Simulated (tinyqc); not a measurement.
Worked calculation: Hueckel theory of the pi electrons with the omega technique, for the molecule Fc1c[cH+]1 (SMILES; centres numbered as the heavy atoms are written). Computed by tinyqc, a small Python program that keeps every step. Settings: charge = 1, omega = 1.0, damping = 0.7. Command: `OMP_NUM_THREADS=1 python tinyqc.py 21461 21462 out.jsonl` (the two numbers bound the seeds that draw the settings). One thread of a shared host (Intel(R) Xeon(R) Processor @ 2.60GHz), about 0.01 s of CPU time with the checks.

## The Hueckel matrix

Centres:
```
centre  z_r, pi electrons of the neutral centre       h
1F                                            2  3.0000
2C                                            1  0.0000
3C                                            1  0.0000
4C                                            1  0.0000
```

Bonds:
```
i  j       k
1  2  0.7000
2  3       1
3  4       1
4  2       1
```

H_rr = alpha + h_r beta, H_rs = k_rs beta for bonded centres.

Hueckel matrix in units of beta (H = alpha + beta A), lower triangle:
```
        1F      2C      3C      4C
1F  3.0000
2C  0.7000  0.0000
3C  0.0000  1.0000  0.0000
4C  0.0000  1.0000  1.0000  0.0000
```

## Orbitals, round 1

pi electrons, sum of z_r less the charge = 4

Diagonalise; E = alpha + x beta with beta < 0, so the largest x are filled first; degenerate levels share their electrons. P = sum n_i c_ri c_si; each orbital has its largest coefficient positive (the first on a tie).

x values: 3.2123  1.8688  -1.0000  -1.0811

occupations: 2.0000  2.0000  0.0000  0.0000

coefficients:
```
       MO1      MO2      MO3      MO4
1F  0.9409  -0.3082   0.0000  -0.1405
2C  0.2853   0.4980   0.0000   0.8189
3C  0.1290   0.5732   0.7071  -0.3935
4C  0.1290   0.5732  -0.7071  -0.3935
```

charge and bond-order matrix P, lower triangle:
```
         1F      2C      3C      4C
1F   1.9605
2C   0.2300  0.6588
3C  -0.1105  0.6445  0.6903
4C  -0.1105  0.6445  0.6903  0.6903
```

## Omega technique, round 1

h_r = h_r(0) + omega q_r, omega = 1, with q_r = z_r - P_rr; 0.7 of the old diagonal is kept.

matrix after round 1, lower triangle:
```
        1F      2C      3C      4C
1F  3.0118
2C  0.7000  0.1024
3C  0.0000  1.0000  0.0929
4C  0.0000  1.0000  1.0000  0.0929
```

## Orbitals, round 2

As before.

x values: 3.2347  1.9559  -0.9071  -0.9835

occupations: 2.0000  2.0000  0.0000  0.0000

coefficients:
```
       MO1      MO2      MO3      MO4
1F  0.9343  -0.3264   0.0000  -0.1433
2C  0.2975   0.4924   0.0000   0.8180
3C  0.1389   0.5705   0.7071  -0.3939
4C  0.1389   0.5705  -0.7071  -0.3939
```

charge and bond-order matrix P, lower triangle:
```
         1F      2C      3C      4C
1F   1.9589
2C   0.2345  0.6618
3C  -0.1129  0.6445  0.6896
4C  -0.1129  0.6445  0.6896  0.6896
```

## Omega technique, round 2

As before.

matrix after round 2, lower triangle:
```
        1F      2C      3C      4C
1F  3.0206
2C  0.7000  0.1731
3C  0.0000  1.0000  0.1581
4C  0.0000  1.0000  1.0000  0.1581
```

## Convergence

Each round sets h_r = h_r(0) + omega (z_r - P_rr), keeping the share named as damping of the old diagonal; repeat until output and input diagonals agree to 1e-6.

Rounds:
```
round  sum n x  largest |h(out) - h(in)|
1      10.1622                  3.41e-01
2      10.3812                  2.36e-01
3      10.5352                  1.63e-01
4      10.6435                  1.13e-01
5      10.7197                  7.85e-02
6      10.7733                  5.46e-02
7      10.8110                  3.79e-02
8      10.8374                  2.64e-02
9      10.8561                  1.84e-02
10     10.8692                  1.28e-02
11     10.8784                  8.92e-03
12     10.8848                  6.21e-03
13     10.8894                  4.33e-03
14     10.8926                  3.02e-03
15     10.8948                  2.11e-03
16     10.8964                  1.47e-03
17     10.8975                  1.03e-03
18     10.8983                  7.16e-04
19     10.8988                  5.00e-04
20     10.8992                  3.49e-04
21     10.8995                  2.44e-04
22     10.8997                  1.70e-04
23     10.8998                  1.19e-04
24     10.8999                  8.30e-05
25     10.9000                  5.79e-05
26     10.9000                  4.05e-05
27     10.9000                  2.83e-05
28     10.9001                  1.97e-05
29     10.9001                  1.38e-05
30     10.9001                  9.62e-06
31     10.9001                  6.72e-06
32     10.9001                  4.70e-06
33     10.9001                  3.28e-06
34     10.9001                  2.29e-06
35     10.9001                  1.60e-06
36     10.9001                  1.12e-06
37     10.9001                  7.81e-07
```

Converged in 37 rounds.

## Energy, charges, bond orders

final x values: 3.2958  2.1543  -0.6893  -0.7608

occupations: 2.0000  2.0000  0.0000  0.0000

final P, lower triangle:
```
         1F      2C      3C      4C
1F   1.9549
2C   0.2453  0.6666
3C  -0.1184  0.6437  0.6893
4C  -0.1184  0.6437  0.6893  0.6893
```

E = sum n x; q_r = z_r - P_rr; bond order p = P_rs; free valence = sqrt(3) - sum of p over the bonds of the atom.

pi energy = 4 alpha + this times beta = 10.9001

pi charges: 1F 0.0451, 2C 0.3334, 3C 0.3107, 4C 0.3107

Bond orders and lengths from R = 1.517 - 0.180 p (angstrom, C-C alone):
```
bond       p       R
1-2   0.2453       -
2-3   0.6437  1.4011
3-4   0.6893  1.3929
4-2   0.6437  1.4011
```

free valence of the carbons: 2C 0.1994, 3C 0.3991, 4C 0.3991

gap between the highest filled and the next level = 2.8436 |beta|
